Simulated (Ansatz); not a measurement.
# GaCl2Br (GaBrCl2): structure and electronic state

What does GaCl2Br (GaBrCl2) look like as a singlet, and where do its frontier electrons sit?

The runs use Ansatz 0.2.0, Gaussian basis; RKS PBE0-D4/def2-TZVP.

The runs, in order: relaxation at B3LYP-D4/def2-SVP; a search for the lowest solution at PBE0-D4/def2-SVP; a single point at PBE0-D4/def2-TZVP; harmonic vibrations at B3LYP-D4/def2-SVP.

### 1 The system as given

4 atoms, charge 0, spin multiplicity 1.

Atoms are counted from 1 here; the program's logs count them from 0.

Bond lengths: Ga1–Cl2 2.085 Å, Ga1–Cl3 2.085 Å, Ga1–Br4 2.286 Å. Angles: Cl2–Ga1–Cl3 124.4°, Cl2–Ga1–Br4 117.8°, Cl3–Ga1–Br4 117.8°.

Geometry (Å):

```mol
BrCl2Ga
  3D, bonds by distance, orders not assigned

  4  3  0  0  0  0  0  0  0  0999 V2000
    0.0435    0.0735   -0.0004 Ga  0  0
    2.1256   -0.0329    0.0125 Cl  0  0
   -1.0453    1.8511   -0.0174 Cl  0  0
   -1.1238   -1.8917    0.0054 Br  0  0
  1  2  8  0
  1  3  8  0
  1  4  8  0
M  END
```

The start is a GFN2-xTB geometry.

### 2 Relaxation at B3LYP-D4/def2-SVP

in.yaml

```yaml
crystal:
  periodic: [false, false, false]
  atoms:
    - {symbol: Ga, position_ang: [0.043520, 0.073540, -0.000370]}
    - {symbol: Cl, position_ang: [2.125630, -0.032920, 0.012460]}
    - {symbol: Cl, position_ang: [-1.045340, 1.851120, -0.017440]}
    - {symbol: Br, position_ang: [-1.123810, -1.891740, 0.005360]}
basis:
  gaussian: {orbitals: def2-SVP}
hamiltonian: {xc: {name: B3LYP}, dispersion: d4}
scf: {omitted_lower_state_checks: [starts]}
output: {orbitals: {seedname: orbitals}}
relax: {f_tol: 0.02, max_steps: 100}
```

Launch:

```console
$ ansatz run in.yaml --threads 4 --pin off --events-out ev --progress --plain --max-ram 3916MiB
```

Output, cut to the lines that bear on the results:

```text
Functional definition: B3LYP
  name "B3LYP"
  cite "Stephens, Devlin, Chabalowski & Frisch, J. Phys. Chem. 98, 11623 (1994) doi:10.1021/j100096a001"
  cite "Becke, Phys. Rev. A 38, 3098 (1988) doi:10.1103/PhysRevA.38.3098"
  cite "Lee, Yang & Parr, Phys. Rev. B 37, 785 (1988) doi:10.1103/PhysRevB.37.785"
  cite "Vosko, Wilk & Nusair, Can. J. Phys. 58, 1200 (1980) doi:10.1139/p80-159"
[...]
995 factors; integrals over basis functions are off by at most 3.9e-4 eV
[...]
mean field -147453.84137589 eV, -5418.8287227604 hartree, gradient 6.7e-5 eV, S^2 0.000000; 0 other end points of the search recorded, 0 dependent functions left out
[...]
reference -147453.84160689 eV, -5418.8287312498 hartree; 50, 50 occupied and 50, 50 virtual orbitals, 995 factors
relax step   1: F+E_penalty+E_count = -147454.10929225 eV  Δ(F+E_penalty+E_count) = +0.000e0 eV  max|allowed force component| = 9.744e-1 eV/Å  Δτ_max = 0.0000 Å  (23 SCF iters, accepted)
[...]
relax step   2: F+E_penalty+E_count = -147454.16966447 eV  Δ(F+E_penalty+E_count) = -6.037e-2 eV  max|allowed force component| = 1.630e-1 eV/Å  Δτ_max = 0.0463 Å  (30 SCF iters, accepted)
[...]
relax step   3: F+E_penalty+E_count = -147454.17089156 eV  Δ(F+E_penalty+E_count) = -1.227e-3 eV  max|allowed force component| = 8.838e-3 eV/Å  Δτ_max = 0.0141 Å  (28 SCF iters, accepted)
[...]
995 factors; integrals over basis functions are off by at most 3.7e-4 eV
mean field -147453.90823410 eV, -5418.8311797544 hartree, gradient 6.3e-6 eV, S^2 0.000000; 0 other end points of the search recorded, 0 dependent functions left out
[...]
reference -147453.90846647 eV, -5418.8311882938 hartree; 50, 50 occupied and 50, 50 virtual orbitals, 995 factors
Total energy: -147454.17112393 eV, -5418.8408407774 hartree
Atom 0 at     0.012979     0.021845    -0.000064 Å, force    -0.002156    -0.003722     0.000028 eV/Å
Atom 1 at     2.150918     0.016116     0.012246 Å, force     0.001251    -0.004246     0.000028 eV/Å
Atom 2 at    -1.014458     1.896682    -0.017600 Å, force    -0.004353    -0.000870    -0.000025 eV/Å
Atom 3 at    -1.149439    -1.934643     0.005427 Å, force     0.005258     0.008838    -0.000030 eV/Å
Dipole moment:    -0.037076    -0.062400     0.000171 e Å
Checks for a lower state left out: starts
```

Wall time 6.5 s (4 threads of Arm Neoverse V2, shared host).

The steps of the relaxation:

```csv
step,energy from step 1 (eV),largest force component (eV/Å)
1,0.0000,0.9744
2,-0.0604,0.1630
3,-0.0616,0.0088
```

Distances of close pairs at the start and the end, largest changes first:

```csv
bond,before (Å),after (Å),change (Å)
Ga1–Cl3,2.085,2.138,+0.053
Ga1–Cl2,2.085,2.138,+0.053
Ga1–Br4,2.286,2.276,-0.010
```

Bonds by kind at the end (by distance):

```csv
bond,count,shortest (Å),longest (Å)
Cl–Ga,2,2.138,2.138
Br–Ga,1,2.276,2.276
```

### 3 Searching for the lowest solution, PBE0-D4/def2-SVP

start.molden holds the orbitals of an earlier run on this state, given as this run's starting guess.

in.yaml

```yaml
crystal:
  periodic: [false, false, false]
  atoms:
    - {symbol: Ga, position_ang: [0.012979, 0.021845, -0.000064]}
    - {symbol: Cl, position_ang: [2.150918, 0.016116, 0.012246]}
    - {symbol: Cl, position_ang: [-1.014458, 1.896682, -0.017600]}
    - {symbol: Br, position_ang: [-1.149439, -1.934643, 0.005427]}
basis:
  gaussian: {orbitals: def2-SVP, initial_orbitals: start.molden}
hamiltonian: {xc: pbe0, dispersion: d4}
output: {orbitals: {seedname: orbitals}}
```

The command is unchanged.

Output:

```text
Functional definition: PBE0
  name "PBE0"
  cite "Adamo & Barone, J. Chem. Phys. 110, 6158 (1999) doi:10.1063/1.478522"
  cite "Perdew, Burke & Ernzerhof, Phys. Rev. Lett. 77, 3865 (1996) doi:10.1103/PhysRevLett.77.3865"
  parent pbe
  parameter a = 0.25
  parameter kappa = 0.804
  parameter beta = 0.06672455060314922
  exchange = (1 - a)*pbe_x(kappa = kappa, mu = beta*pi^2/3) + a*exact_x
  correlation = pbe_c(beta = beta)
938 factors; integrals over basis functions are off by at most 4.8e-4 eV
mean field evaluation 1: about -147428.0507 eV, gradient 4.2e0 eV
mean field evaluation 2: about -147428.0771 eV, gradient 2.6e-2 eV
mean field evaluation 4: about -147428.0969 eV, gradient 1.0e-4 eV
mean field evaluation 8: about -147426.8374 eV, gradient 2.5e1 eV
mean field evaluation 16: about -147428.0969 eV, gradient 8.5e-3 eV
mean field -147428.09689541 eV, -5417.8826305531 hartree, gradient 9.8e-6 eV, S^2 0.000000; 1 other end points of the search recorded, 0 dependent functions left out
reference -147428.09692011 eV, -5417.8826314610 hartree; 50, 50 occupied and 50, 50 virtual orbitals, 938 factors
Total energy: -147428.23511887 eV, -5417.8877101716 hartree
```

Run time: 1.6 s. Hardware: 4 threads of Arm Neoverse V2, shared host.

Report: HOMO -8.91 eV, LUMO -2.13 eV.

### 4 Single point, PBE0-D4/def2-TZVP

in.yaml, as its differences from that of step 3:

```diff
@@ -8,4 +8,5 @@
 basis:
-  gaussian: {orbitals: def2-SVP, initial_orbitals: start.molden}
+  gaussian: {orbitals: def2-TZVP, initial_orbitals: start.molden}
 hamiltonian: {xc: pbe0, dispersion: d4}
+scf: {omitted_lower_state_checks: [starts]}
 output: {orbitals: {seedname: orbitals}}
```

Launched as before.

Output:

```text
Functional definition: PBE0
  name "PBE0"
  cite "Adamo & Barone, J. Chem. Phys. 110, 6158 (1999) doi:10.1063/1.478522"
  cite "Perdew, Burke & Ernzerhof, Phys. Rev. Lett. 77, 3865 (1996) doi:10.1103/PhysRevLett.77.3865"
  parent pbe
  parameter a = 0.25
  parameter kappa = 0.804
  parameter beta = 0.06672455060314922
  exchange = (1 - a)*pbe_x(kappa = kappa, mu = beta*pi^2/3) + a*exact_x
  correlation = pbe_c(beta = beta)
these checks for a lower state are left out or cut short: starts
1362 factors; their error is unknown
mean field evaluation 1: about -147448.9867 eV, gradient 2.0e2 eV
mean field evaluation 2: about -147451.1839 eV, gradient 4.0e0 eV
mean field evaluation 4: about -147451.9225 eV, gradient 4.2e-1 eV
mean field evaluation 8: about -147451.9226 eV, gradient 1.0e-5 eV
mean field -147451.92260155 eV, -5418.7582091042 hartree, gradient 1.0e-5 eV, S^2 0.000000; 0 other end points of the search recorded, 0 dependent functions left out
reference -147451.92262836 eV, -5418.7582100893 hartree; 50, 50 occupied and 120, 120 virtual orbitals, 1362 factors
Total energy: -147452.06082711 eV, -5418.7632887999 hartree
Checks for a lower state left out: starts
```

Wall time 2.9 s (4 threads of Arm Neoverse V2, shared host); peak memory 0.55 GiB.

From the report: HOMO -9.03 eV, LUMO -2.26 eV.

Mulliken charges, from this run's orbitals:

```csv
atom,value (e)
Ga1,0.66
Cl2,-0.23
Cl3,-0.23
Br4,-0.21
```

Largest Mayer bond orders: Ga1–Cl2 1.14; Ga1–Cl3 1.14; Ga1–Br4 1.14.

### 5 Vibrations by finite differences

in.yaml, as its differences from that of step 4:

```diff
@@ -8,5 +8,5 @@
 basis:
-  gaussian: {orbitals: def2-TZVP, initial_orbitals: start.molden}
-hamiltonian: {xc: pbe0, dispersion: d4}
+  gaussian: {orbitals: def2-SVP}
+hamiltonian: {xc: {name: B3LYP}, dispersion: d4}
 scf: {omitted_lower_state_checks: [starts]}
-output: {orbitals: {seedname: orbitals}}
+phonons: {temperatures: {t_min: 298.15, t_max: 900, t_step: 200}}
```

Launched as before.

Output, cut to the lines that bear on the results:

```text
Functional definition: B3LYP
  name "B3LYP"
  cite "Stephens, Devlin, Chabalowski & Frisch, J. Phys. Chem. 98, 11623 (1994) doi:10.1021/j100096a001"
  cite "Becke, Phys. Rev. A 38, 3098 (1988) doi:10.1103/PhysRevA.38.3098"
  cite "Lee, Yang & Parr, Phys. Rev. B 37, 785 (1988) doi:10.1103/PhysRevB.37.785"
  cite "Vosko, Wilk & Nusair, Can. J. Phys. 58, 1200 (1980) doi:10.1139/p80-159"
[...]
996 factors; integrals over basis functions are off by at most 3.3e-4 eV
[...]
mean field -147453.90823994 eV, -5418.8311799690 hartree, gradient 6.7e-5 eV, S^2 0.000000; 0 other end points of the search recorded, 0 dependent functions left out
[...]
reference -147453.90847231 eV, -5418.8311885083 hartree; 50, 50 occupied and 50, 50 virtual orbitals, 996 factors
[...]
996 factors; integrals over basis functions are off by at most 3.3e-4 eV
[...]
996 factors; integrals over basis functions are off by at most 3.3e-4 eV
mean field -147453.90823888 eV, -5418.8311799299 hartree, gradient 1.9e-6 eV, S^2 0.000000; 0 other end points of the search recorded, 0 dependent functions left out
[...]
reference -147453.90847124 eV, -5418.8311884692 hartree; 50, 50 occupied and 50, 50 virtual orbitals, 996 factors
Total energy: -147454.17112981 eV, -5418.8408409934 hartree
Atom 0 at     0.012979     0.021845    -0.000064 Å, force    -0.002157    -0.003743     0.000029 eV/Å
Atom 1 at     2.150918     0.016116     0.012246 Å, force     0.001255    -0.004244     0.000028 eV/Å
Atom 2 at    -1.014458     1.896682    -0.017600 Å, force    -0.004359    -0.000859    -0.000026 eV/Å
Atom 3 at    -1.149439    -1.934643     0.005427 Å, force     0.005261     0.008846    -0.000030 eV/Å
Dipole moment:    -0.037077    -0.062401     0.000171 e Å
Vibrations: 102.00 120.51 125.89 287.21 420.43 459.00 cm⁻¹, zero-point energy 0.093920 eV
Checks for a lower state left out: starts
```

It took 26 s on 4 threads of Arm Neoverse V2, shared host.

Motions are named by where the mode's potential energy lies. The modes, unscaled (a negative number is an imaginary wavenumber):

```csv
mode,cm⁻¹,motion
1,102,bend
2,121,bend
3,126,out-of-plane bend
4,287,Ga–Br stretch
5,420,Ga–Cl stretch
6,459,Ga–Cl stretch
```

### 6 Summary of results

| quantity | value |
| --- | --- |
| point group | C2v |
| commonest bond | Cl–Ga, 2 of mean length 2.138 Å |
| HOMO, LUMO at PBE0-D4/def2-TZVP | -9.03, -2.26 eV |
| dipole at B3LYP-D4/def2-SVP | 0.35 D |
| lowest, highest wavenumber | 102, 459 cm⁻¹ |

In words: The molecule keeps its bonding pattern by the stored test; the atoms moved 0.06 Å (rms). All wavenumbers are real: a minimum at this level.
